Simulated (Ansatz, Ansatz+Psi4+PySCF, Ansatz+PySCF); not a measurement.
```yaml
atoms:
  - { symbol: C, position_ang: [0.0069, 0.5149, -0.1435] }
  - { symbol: O, position_ang: [-1.1467, -0.2181, -0.0767] }
  - { symbol: O, position_ang: [1.1748, -0.1625, 0.0827] }
  - { symbol: H, position_ang: [0.0243, 1.4863, 0.3003] }
  - { symbol: H, position_ang: [1.0768, -1.0416, -0.3049] }
  - { symbol: H, position_ang: [-1.3665, -0.4318, 0.8447] }
```

Basis set: cc-pVTZ (spherical functions). Left uncorrelated: 3 orbitals. Correlation on ROHF uses semicanonical orbitals with singles. Charge 0, multiplicity 2.

Computed with Ansatz (development build ahead of 0.2.0); each method stands on the lowest determinant of its kind that the runs found.

The atomization energy at this shape (free ground-state atoms in the same class of orbitals less the molecule, no zero-point energy) of doublet CH₃O₂:

```
      method  atomization energy
ROHF-CCSD(T)            21.60 eV
```

What does ROHF-MP2 give?

22.19 eV.
